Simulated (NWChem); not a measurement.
Program: NWChem. System: ClNa, charge 0, spin multiplicity 1, at a geometry optimised with PBE/def2-SVP. The structure started from a generated list of species. Level: MP2/def2-QZVP, 6 core orbitals frozen.

Input file:

```
start mol
memory heap 200 mb stack 900 mb global 1100 mb
geometry units angstroms nocenter noautoz
  Na     0.000000     0.000000    -1.425345
  Cl     0.000000     0.000000     0.922282
  symmetry group C2v
end
basis spherical
  * library def2-qzvp
end
scf
  rhf
  nopen 0
  maxiter 100
  thresh 1e-7
  semidirect memsize 60000000 filesize 0
end
mp2
  freeze core 6
end
task mp2 energy
```

Output (cleaned and shortened):

```
             Northwest Computational Chemistry Package (NWChem) 7.3.0
             --------------------------------------------------------

                                NWChem Input Module
                                -------------------

 Scaling coordinates for geometry "geometry" by  1.889725989
 (inverse scale =  0.529177249)

 Turning off AUTOSYM since
 SYMMETRY directive was detected!

                             Geometry "geometry" -> ""
                             -------------------------

 Output coordinates in angstroms (scale by  1.889725989 to convert to a.u.)

  No.       Tag          Charge          X              Y              Z
 ---- ---------------- ---------- -------------- -------------- --------------
    1 Na                  11.0000     0.00000000     0.00000000    -1.42534500
    2 Cl                  17.0000     0.00000000     0.00000000     0.92228200

 Effective nuclear repulsion energy (a.u.)      42.1515622213

            Nuclear Dipole moment (a.u.)
            ----------------------------
        X                 Y               Z
 ---------------- ---------------- ----------------
     0.0000000000     0.0000000000    -0.0000018897

      Symmetry information
      --------------------

 Group name             C2v
 Group number             16
 Group order               4
 No. of unique centers     2

      Symmetry unique atoms

     1    2


 Summary of "ao basis" -> "" (spherical)
 ------------------------------------------------------------------------------
       Tag                 Description            Shells   Functions and Types
 ---------------- ------------------------------  ------  ---------------------
 *                         def2-qzvp                  on all atoms

 Summary of "ao basis" -> "ao basis" (spherical)
 ------------------------------------------------------------------------------
       Tag                 Description            Shells   Functions and Types
 ---------------- ------------------------------  ------  ---------------------
 Na                        def2-qzvp                18       46   9s5p3d1f
[...]
     1   1 0 0      0.000000      0.000000      0.000000
     1   0 1 0      0.000000      0.000000      0.000000
     1   0 0 1     -3.613617      0.000000     -0.000002

     2   2 0 0    -14.292343      0.000000      0.000000
     2   1 1 0     -0.000000      0.000000      0.000000
     2   1 0 1      0.000000      0.000000      0.000000
     2   0 2 0    -14.292343      0.000000      0.000000
     2   0 1 1      0.000000      0.000000      0.000000
     2   0 0 2     -8.147992      0.000000    131.443598

                   NWChem MP2 Semi-direct Energy/Gradient Module
                   ---------------------------------------------

  Basis functions       =    116
  Molecular orbitals    =    116
  Frozen core           =      6
  Frozen virtuals       =      0
  Active alpha occupied =      8
  Active beta occupied  =      8
  Active alpha virtual  =    102
  Active beta virtual   =    102
  Use MO symmetry       = T
  Use skeleton AO sym   = T

  AO/Fock/Back tols     =   1.0D-09  1.0D-09  1.0D-09

 GA uses MA = F    GA memory limited = T

 Available:
  local mem=  1.26D+08
 global mem=  1.44D+08
 local disk=  0.00D+00
  mp2_memr nvloc                   102
  nvloc new                   102
   1 passes of   8:        7340032                      94868                  18439546.
   1 passes of   8: M    126151511           G      144152288           F     118811479.

 Semi-direct pass number   1 of   1  for RHF alpha+beta  at        3.4s
  vrange nnbf                  6638
  mp2_eaftype                    70  avail_ma_in_mb                  1099
 EAF : mp2_eaftype filesize          70    9219773.
  mp2_eaf for mointskh                     70
Node 0 wrote     43.3 Mb in      0.0 s     Agg I/O rate:  1844.5 Mb/s
 Done moints_semi at        8.5s
  mp2_eaftype                    70  avail_ma_in_mb                  1029
 EAF : mp2_eaftype filesize          70    9219773.
  mp2_eaf for kh                    70
 Done maket at        8.6s
 Done multipass loop at        8.6s

          -------------------------------------------
          SCF energy                -621.459343198786
          Correlation energy          -0.363018143807
          Singlet pairs               -0.225696016704
          Triplet pairs               -0.137322127103
          Total MP2 energy          -621.822361342593
          -------------------------------------------

          ---------------------------------------------------
                    Spin Component Scaled (SCS) MP2
          Same spin pairs                     -0.091548084735
          Same spin scaling factor             0.333333333333
          Opposite spin pairs                 -0.271470059072
          Opposite spin scaling fact.          1.200000000000
          SCS-MP2 correlation energy          -0.356280099132
          Total SCS-MP2 energy              -621.815623297917
          ---------------------------------------------------

 -----------------------
 Performance information
 -----------------------

 Timer overhead =  2.02D-07 seconds/call

               Nr. of calls         CPU time (s)                 Wall time (s)                GFlops
             ---------------    -------------------     ------------------------------   -------------------
Name         Min   Avg   Max    Min     Avg     Max     Min     Avg     Max   Mx/calls   Min     Max     Sum
mp2: moin     1     1     1    5.1     5.1     5.1      5.1     5.1     5.1     5.1      0.0     0.0     0.0
mp2: make     1     1     1   0.14    0.14    0.14     0.14    0.14    0.14    0.14      0.0     0.0     0.0
mp2: tota     1     1     1    5.4     5.4     5.4      5.4     5.4     5.4     5.4      0.0     0.0     0.0

 The average no. of pstat calls per process was 3.00D+00
 with a timing overhead of 6.05D-07s

 Task  times  cpu:        8.6s     wall:        8.6s

 Total times  cpu:        8.6s     wall:        8.6s
```
